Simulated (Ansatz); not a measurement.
The input, for Ansatz 0.2.0:

```yaml
crystal:
  periodic: [false, false, false]
  atoms:
    - {symbol: Al, position_ang: [0.000000, -0.154573, 0.539315]}
    - {symbol: Be, position_ang: [0.000000, 0.078181, -1.767901]}
    - {symbol: H, position_ang: [0.000000, 3.470073, 4.478420]}
    - {symbol: H, position_ang: [0.000000, -0.031328, -3.108187]}
basis:
  gaussian: {orbitals: 6-31G}
magnetization: {spin_polarized: true, initial_magnetization: 1}
correlation: {method: ccsdt_q, electrons: outside_noble_gas}
```

```sh
$ ansatz run in.yaml --threads 1 --pin off --events-out ev --progress --plain --max-ram 2393MiB
```

Log:

```
523 factors; integrals over basis functions are off by at most 2.6e-7 eV
mean field evaluation 1: about -7000.7056 eV, gradient 1.0e1 eV
mean field evaluation 2: about -7000.7046 eV, gradient 1.0e1 eV
mean field evaluation 4: about -7001.5858 eV, gradient 8.5e0 eV
mean field evaluation 8: about -7006.5703 eV, gradient 6.2e0 eV
mean field evaluation 16: about -7007.9248 eV, gradient 1.4e-1 eV
mean field evaluation 32: about -7007.7495 eV, gradient 4.8e-2 eV
mean field evaluation 64: about -7004.0198 eV, gradient 4.5e0 eV
mean field evaluation 96: about -7007.7752 eV, gradient 1.1e-4 eV
mean field evaluation 128: about -7007.7789 eV, gradient 1.8e-2 eV
mean field evaluation 160: about -7007.9265 eV, gradient 9.1e-3 eV
...
mean field -7007.92678697 eV, -257.5365592779 hartree, gradient 1.8e-6 eV, S^2 1.378327; 32 other end points of the search recorded, 0 dependent functions left out
determinant -7007.92678697 eV, -257.5365592779 hartree, with singles and doubles -7009.61805956 eV, -257.5987123992 hartree
determinant -7007.92523411 eV, -257.5365022114 hartree, with singles and doubles -7009.61696535 eV, -257.5986721874 hartree
determinant -7007.77861743 eV, -257.5311141474 hartree, with singles and doubles -7009.33014199 eV, -257.5881316235 hartree
determinant -7007.77517668 eV, -257.5309877025 hartree, with singles and doubles -7009.32792835 eV, -257.5880502738 hartree
determinant -7007.31976845 eV, -257.5142517585 hartree, with singles and doubles -7009.03356026 eV, -257.5772324461 hartree
determinant -7007.31917302 eV, -257.5142298771 hartree, with singles and doubles -7009.03302115 eV, -257.5772126342 hartree
determinant -7007.31492240 eV, -257.5140736696 hartree, with singles and doubles -7009.02765976 eV, -257.5770156065 hartree
determinant -7007.31384399 eV, -257.5140340388 hartree, with singles and doubles -7009.02652796 eV, -257.5769740138 hartree
determinant -7006.16422437 eV, -257.4717862969 hartree, with singles and doubles -7007.72773081 eV, -257.5292440989 hartree
determinant -7005.49521367 eV, -257.4472006071 hartree, with singles and doubles -7007.47757593 eV, -257.5200510766 hartree
determinant -7005.49467025 eV, -257.4471806369 hartree, with singles and doubles -7007.46544664 eV, -257.5196053332 hartree
determinant -7005.49357983 eV, -257.4471405646 hartree, with singles and doubles -7007.45346400 eV, -257.5191649796 hartree
determinant -7005.49308961 eV, -257.4471225493 hartree, with singles and doubles -7007.46330218 eV, -257.5195265259 hartree
determinant -7004.85373651 eV, -257.4236267564 hartree, with singles and doubles -7006.77257552 eV, -257.4941427895 hartree
determinant -7004.80416957 eV, -257.4218052049 hartree, with singles and doubles -7006.92035836 eV, -257.4995737085 hartree
determinant -7004.79435429 eV, -257.4214444999 hartree, with singles and doubles -7006.91573375 eV, -257.4994037571 hartree
determinant -7007.92678697 eV, -257.5365592779 hartree, with singles and doubles -7009.67928956 eV, -257.6009625599 hartree
determinant -7007.92523411 eV, -257.5365022114 hartree, with singles and doubles -7009.67910468 eV, -257.6009557657 hartree
determinant -7007.77861743 eV, -257.5311141474 hartree, with singles and doubles -7009.33016633 eV, -257.5881325181 hartree
determinant -7007.77517668 eV, -257.5309877025 hartree, with singles and doubles -7009.32800215 eV, -257.5880529858 hartree
determinant -7007.74932756 eV, -257.5300377646 hartree, with singles and doubles -7009.68809954 eV, -257.6012863208 hartree
6 core orbitals not correlated: weight in the atoms' cores, before any rotation towards them, 1.000 or more for the frozen orbitals, at most 0.000 for the correlated occupied ones
reference -7007.92678697 eV, -257.5365592779 hartree; 4, 3 occupied and 16, 17 virtual orbitals, 523 factors
second order -1.06541236 eV of doubles, -0.00000000 eV of singles
...
cycle  35  -1.79989525 eV  change    1.6e-6 eV  update   6.5e-6
cycle  36  -1.79989257 eV  change    2.7e-6 eV  update   3.1e-6
cycle  37  -1.79988927 eV  change    3.3e-6 eV  update   4.3e-6
cycle  38  -1.79988596 eV  change    3.3e-6 eV  update   2.0e-6
cycle  39  -1.79988425 eV  change    1.7e-6 eV  update   7.3e-6
cycle  40  -1.79988331 eV  change    9.5e-7 eV  update   2.2e-6
cycle  41  -1.79988302 eV  change    2.8e-7 eV  update   4.3e-6
cycle  42  -1.79988305 eV  change   -3.0e-8 eV  update   1.8e-6
cycle  43  -1.79988299 eV  change    6.6e-8 eV  update   1.2e-6
cycle  44  -1.79988297 eV  change    1.0e-8 eV  update   3.0e-7
perturbative correction -0.00335777 eV, -0.0001233957 hartree
Total energy: -7009.73002772 eV, -257.6028271529 hartree
```

The determinant's ⟨S²⟩ is 1.38 against 0.75 for a pure state. The T1 diagnostic is 0.146.

For the same geometry and basis full CI lies 3.0 meV lower.

Ran on 1 thread of Intel Xeon, shared host: 8.5 s wall, 0.19 GiB peak host memory.
